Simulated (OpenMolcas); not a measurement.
# C4H6S (SMILES C1=CSCC1): FNO-MP2/ANO-RCC-VDZ (DKH2, RICD fitting, virtual fraction 0.8)

Aim: the energy change on altering one bond length of C4H6S at FNO-MP2/ANO-RCC-VDZ (DKH2, RICD fitting, virtual fraction 0.8), from 2 runs. 

The calculation is run with OpenMolcas 26.06.

**1. The molecule**

C4H6S: 11 atoms, total charge 0, spin state singlet. SMILES: `C1=CSCC1`. Geometry: relaxed at PBE0-D4/def2-TZVP. This is one conformer, not always the lowest.

Bond lengths: C1–C2 1.329 Å, C2–S3 1.749 Å, S3–C4 1.823 Å, C1–C5 1.500 Å, C4–C5 1.528 Å, C1–H6 1.083 Å, C2–H7 1.082 Å, C4–H8 1.089 Å, C4–H9 1.092 Å, C5–H10 1.099 Å, C5–H11 1.093 Å. Some angles: C1–C2–S3 115.0°, C2–C1–C5 114.2°, C2–S3–C4 90.3°, S3–C4–C5 106.7°, C1–C5–C4 106.3°, C1–C2–H7 126.2°, S3–C2–H7 118.7°, C2–C1–H6 123.2°, C5–C1–H6 122.4°, S3–C4–H8 109.2°.

**2. The energy at FNO-MP2/ANO-RCC-VDZ (DKH2, RICD fitting, virtual fraction 0.8)**

Input file mol.xyz:

```xyz
11

C      0.280500     1.058200    -0.374100
C      1.266700     0.759000     0.465700
S      1.220700    -0.865500     1.112000
C     -0.478300    -1.076400     0.485100
C     -0.649000    -0.083500    -0.663200
H      0.197200     2.015800    -0.873100
H      2.082600     1.409500     0.751800
H     -0.623300    -2.113100     0.183800
H     -1.164400    -0.846900     1.303500
H     -0.374400    -0.543900    -1.622300
H     -1.692700     0.229900    -0.748800
```

Input file job.input:

```
>>> EXPORT MOLCAS_PRINT=2

&GATEWAY
 Coord=mol.xyz
 Basis=ANO-RCC-VDZ
 Group=NoSym
 RICD

&SEWARD

&SCF
 PrOrbitals=0

&MBPT2
 FNOMP2=0.8
 DoMP2
 Frozen=9
```

Run with:

```bash
export MOLCAS_MEM=1860
pymolcas job.input > job.log
```

Output:

```text
--- Start Module: gateway ---
[...]
--- Stop Module: gateway /rc=_RC_ALL_IS_WELL_ ---
[...]
      Basis functions           61
[...]
--- Start Module: scf ---
[...]
       Convergence after  11 Iterations
[...]
::    Total SCF energy                               -553.5492841948
[...]
      Total spin, S                                     0.0000000000
[...]
      Total electronic charge=   46.000000
      Total            charge=   -0.000000
[...]
      Dipole Moment (debye):
      Origin of the operator (angstrom)=    0.4938   -0.2282    0.3895
                   X= -1.6045E+00               Y=  8.0047E-01               Z= -1.1964E+00           Total=  2.1556E+00
      Quadrupole Moment (debye*angstrom):
[...]
--- Stop Module: scf /rc=_RC_ALL_IS_WELL_ ---
--- Start Module: mbpt2 ---
[...]
WARNING!
Default frozen orbitals as non valence orbitals is overwritten by user input.
Default values:   9
[...]
       Reference weight ( Cref**2 )         =        0.85611
::    Total MBPT2 energy                             -553.9431061704
[...]
--- Stop Module: mbpt2 /rc=_RC_ALL_IS_WELL_ ---
[...]
```

Wall time 3.3 s (1 thread of Arm Neoverse V1, shared host); peak memory 0.082 GiB.

**3. The distorted shape**

Input file mol.xyz:

```xyz
11

C      0.272168     1.153978    -0.424009
C      1.258368     0.854778     0.415791
S      1.212368    -0.769722     1.062091
C     -0.486632    -0.980622     0.435191
C     -0.657332     0.012278    -0.713109
H      0.197200     2.015800    -0.873100
H      2.074268     1.505278     0.701891
H     -0.631632    -2.017322     0.133891
H     -1.172732    -0.751122     1.253591
H     -0.382732    -0.448122    -1.672209
H     -1.701032     0.325678    -0.798709
```

Input file job.inp:

```
* C4H6S FNO-MP2

&GATEWAY
 Coord = mol.xyz
 Basis = ANO-RCC-VDZ
 Group = NoSym
 RICD

&SEWARD

&SCF
 PrOrbitals = 0

&MBPT2
 FNOMP2 = 0.8
 DoMP2
 Frozen = 9
```

Run with:

```bash
export MOLCAS_MEM=1860
pymolcas job.inp > job.log
```

Output:

```text
--- Start Module: gateway ---
[...]
--- Stop Module: gateway /rc=_RC_ALL_IS_WELL_ ---
[...]
      Basis functions           61
[...]
--- Start Module: scf ---
[...]
       Convergence after  11 Iterations
[...]
::    Total SCF energy                               -553.5407342905
[...]
      Total spin, S                                     0.0000000000
[...]
      Total electronic charge=   46.000000
      Total            charge=   -0.000000
[...]
      Dipole Moment (debye):
      Origin of the operator (angstrom)=    0.4856   -0.1336    0.3401
                   X= -1.5958E+00               Y=  8.2587E-01               Z= -1.2005E+00           Total=  2.1610E+00
      Quadrupole Moment (debye*angstrom):
[...]
--- Stop Module: scf /rc=_RC_ALL_IS_WELL_ ---
[...]
--- Start Module: mbpt2 ---
[...]
WARNING!
Default frozen orbitals as non valence orbitals is overwritten by user input.
Default values:   9
[...]
       Reference weight ( Cref**2 )         =        0.85738
::    Total MBPT2 energy                             -553.9327163392
[...]
--- Stop Module: mbpt2 /rc=_RC_ALL_IS_WELL_ ---
[...]
```

Wall time 3.3 s (1 thread of Arm Neoverse V1, shared host); peak memory 0.082 GiB.

**4. Summary of results**

Level: FNO-MP2/ANO-RCC-VDZ (DKH2, RICD fitting, virtual fraction 0.8), 9 core orbitals frozen.

| quantity | value |
| --- | --- |
| first shape: total energy | -553.94311 Eh |
| first shape: dipole moment (mean-field density) | 2.16 D |
| first shape: HOMO energy (Hartree–Fock orbitals) | -8.38 eV |
| first shape: LUMO energy (Hartree–Fock orbitals) | 2.39 eV |
| first shape: HOMO–LUMO gap (Hartree–Fock orbitals) | 10.77 eV |
| first shape: correlation energy (9 core orbitals frozen) | -393.8 mEh |
| distorted shape: total energy | -553.93272 Eh |
| distorted shape: dipole moment (mean-field density) | 2.16 D |
| distorted shape: HOMO energy (Hartree–Fock orbitals) | -8.37 eV |
| distorted shape: LUMO energy (Hartree–Fock orbitals) | 2.38 eV |
| distorted shape: HOMO–LUMO gap (Hartree–Fock orbitals) | 10.76 eV |
| distorted shape: correlation energy (9 core orbitals frozen) | -392.0 mEh |
| energy change with the C1–H6 bond shortened from 1.083 to 0.975 Å | 0.283 eV |

In words: With the C1–H6 bond shortened from 1.083 to 0.975 Å the energy rises by 0.28 eV (27.3 kJ/mol). The first shape isn't relaxed at this level, so the change isn't measured from a minimum. Mulliken charges (first shape) of the mean-field density run from -0.37 on C4 to +0.22 on S3. Mulliken charges (distorted shape) of the mean-field density run from -0.37 on C4 to +0.22 on S3.
